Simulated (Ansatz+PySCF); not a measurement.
## singlet AlH: levels of theory in one basis

```yaml
atoms:
  - { symbol: Al, position_ang: [0.0000, 0.0000, -0.1286] }
  - { symbol: H, position_ang: [0.0000, 0.0000, 1.6724] }
```

Basis set: def2-SVP (spherical functions). Correlated methods keep 5 orbitals frozen. Charge 0, multiplicity 1.

Computed with Ansatz (development build ahead of 0.2.0); each method stands on the lowest determinant of its kind that the runs found. NEVPT2 correlates all electrons. Active spaces start from the frontier orbitals, and the lowest solution found is given.

```json
{"method": "RHF", "E − E(RHF) (eV)": "0.00", "<S²> of the determinant": "0.00"}
{"method": "UHF", "E − E(RHF) (eV)": "0.00", "<S²> of the determinant": "0.04"}
{"method": "RHF-MP2", "E − E(RHF) (eV)": "-1.36", "<S²> of the determinant": "–"}
{"method": "UHF-MP2", "E − E(RHF) (eV)": "-1.34", "<S²> of the determinant": "0.04"}
{"method": "RHF-CCSD", "E − E(RHF) (eV)": "-1.92", "<S²> of the determinant": "–"}
{"method": "RHF-CCSD(T)", "E − E(RHF) (eV)": "-1.95", "<S²> of the determinant": "–"}
{"method": "SC-NEVPT2(4,5)", "E − E(RHF) (eV)": "-1.88", "<S²> of the determinant": "–"}
```

What does CASSCF(4,5) give on the same scale?

-1.19 eV.

Is a single determinant a sound starting point here?

Only with care. Unrestricted orbitals gain 0.00 eV and <S²> is 0.04 against 0.00 for a pure state, but some CASSCF occupations are a tenth or more from whole numbers. The CASSCF(4,5) natural occupations are 1.97, 1.88, 0.06, 0.06, 0.03.

Caution for UHF, UHF-MP2: the determinant breaks the point group.
